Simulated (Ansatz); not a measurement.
The input, for Ansatz 0.2.0:

```yaml
crystal:
  periodic: [false, false, false]
  atoms:
    - {symbol: O, position_ang: [-1.758236, 0.017219, 0.000000]}
    - {symbol: H, position_ang: [-2.007546, 0.943795, 0.000000]}
    - {symbol: H, position_ang: [-0.866236, 0.017219, 0.000000]}
    - {symbol: Si, position_ang: [0.989764, 0.017219, 0.000000]}
    - {symbol: H, position_ang: [1.601944, -0.857065, 1.090012]}
    - {symbol: H, position_ang: [1.601944, -0.857065, -1.090012]}
basis:
  gaussian: {orbitals: cc-pVDZ}
magnetization: {spin_polarized: true, initial_magnetization: 0}
hamiltonian: {xc: {name: wB97M-V}}
output: {forces: true, orbitals: {seedname: orbitals}}
```

```sh
$ ansatz run in.yaml --threads 1 --pin off --events-out ev --progress --plain --max-ram 2393MiB
```

Question: Roughly how long does this take on 1 thread of Intel Xeon Platinum 8375C, shared host, and how much host memory?

Answer: 6.5 s wall and 0.21 GiB.

```
  # Of w^i u^j: cxij and so on, Table III.
  gx(w, u) = 1 - cx + cx01*u + cx10*w
  gss(w, u) = css00 + css04*u^4 + css10*w + css20*w^2 + css43*w^4*u^3
  gos(w, u) = cos00 + cos10*w + (cos20 + cos21*u)*w^2 + (cos60 + cos61*u)*w^6
      + integral(e_c_pw_mod_opposite_spin*gos(b97_w_opposite, b97_u_opposite)) + vv10(b, c)
485 factors; integrals over basis functions are off by at most 1.5e-3 eV
168 factors; integrals over basis functions are off by at most 1.1e-5 eV
mean field evaluation 1: about -9981.6005 eV, gradient 3.0e1 eV
mean field evaluation 2: about -9981.6524 eV, gradient 3.2e1 eV
mean field evaluation 4: about -9985.0322 eV, gradient 3.9e-1 eV
mean field evaluation 8: about -9985.0987 eV, gradient 1.1e-1 eV
mean field evaluation 16: about -9985.0995 eV, gradient 6.7e-5 eV
mean field -9985.09947247 eV, -366.9456374697 hartree, gradient 2.7e-5 eV, S^2 0.000000; 1 other end points of the search recorded, 0 dependent functions left out
the calculation of the forces begins
reference -9985.09950694 eV, -366.9456387365 hartree; 13, 13 occupied and 39, 39 virtual orbitals, 485 factors
Total energy: -9985.09950694 eV, -366.9456387365 hartree
Atom 0 at    -1.758236     0.017219     0.000000 Å, force    -5.989470    -0.938437     0.000000 eV/Å
Atom 1 at    -2.007546     0.943795     0.000000 Å, force     0.190839     0.401721     0.000000 eV/Å
Atom 2 at    -0.866236     0.017219     0.000000 Å, force     4.036226     0.567452    -0.000000 eV/Å
Atom 3 at     0.989764     0.017219     0.000000 Å, force     1.876837     0.042250    -0.000000 eV/Å
Atom 4 at     1.601944    -0.857065     1.090012 Å, force    -0.057216    -0.036493     0.079092 eV/Å
Atom 5 at     1.601944    -0.857065    -1.090012 Å, force    -0.057216    -0.036493    -0.079092 eV/Å
Dipole moment:     0.197718     0.294617    -0.000000 e Å
```

Forces (eV/Å):
```
O   -5.989 -0.938  0.000
H    0.191  0.402  0.000
H    4.036  0.567  0.000
Si   1.877  0.042  0.000
H   -0.057 -0.036  0.079
H   -0.057 -0.036 -0.079
```
